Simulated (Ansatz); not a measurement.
Breaking a bond in SOF2 (thionyl fluoride)

SOF2: 4 atoms, total charge 0, spin state singlet. As SMILES, `O=S(F)F`. The F3–S2 distance was set to 1.985 Å, away from the relaxed value.

```jsonl
{"atom": "O", "x (Å)": "1.1757", "y (Å)": "-0.2410", "z (Å)": "-1.0793"}
{"atom": "S", "x (Å)": "0.0920", "y (Å)": "-0.7338", "z (Å)": "-0.3072"}
{"atom": "F", "x (Å)": "-1.1244", "y (Å)": "0.8042", "z (Å)": "0.0004"}
{"atom": "F", "x (Å)": "0.5866", "y (Å)": "-0.7522", "z (Å)": "1.2016"}
```

The S2–F3 distance is scanned; the parts on either side stay rigid. Basis STO-3G, 8 core orbitals frozen in the correlated methods; program Ansatz 0.2.0. FCI is exact within this basis and core. Energies in eV from each method's value at 1.985 Å; methods without a U are spin-restricted. The shape above is that at 1.985 Å.

```
distance (Å)     HF  revPBE  BHLYP  r2SCAN0  wB97X  B2PLYP    MP2   FCI
       1.588  -1.05    0.48  -0.37    -0.13  -0.16    0.14   0.12  0.66
       1.985   0.00    0.00   0.00     0.00   0.00    0.00   0.00  0.00
       2.382   2.34    1.13   1.78     1.55   1.69    1.05   0.64  0.20
       3.176   5.06    2.61   3.96     3.43   3.91    1.20  -0.66  0.30
       3.970   5.89    2.95   4.55     3.91   4.64   -0.13  -3.35  0.30
```

Departure from the FCI curve at its largest: HF +5.59 eV at 3.97 Å; revPBE +2.66 eV at 3.97 Å; BHLYP +4.26 eV at 3.97 Å; r2SCAN0 +3.61 eV at 3.97 Å; wB97X +4.35 eV at 3.97 Å; B2PLYP +0.90 eV at 3.18 Å; MP2 -3.65 eV at 3.97 Å. Restricted functionals keep the electrons paired too, and rise too high. Restricted Hartree–Fock keeps the electrons paired, so it rises far too high as the bond breaks.
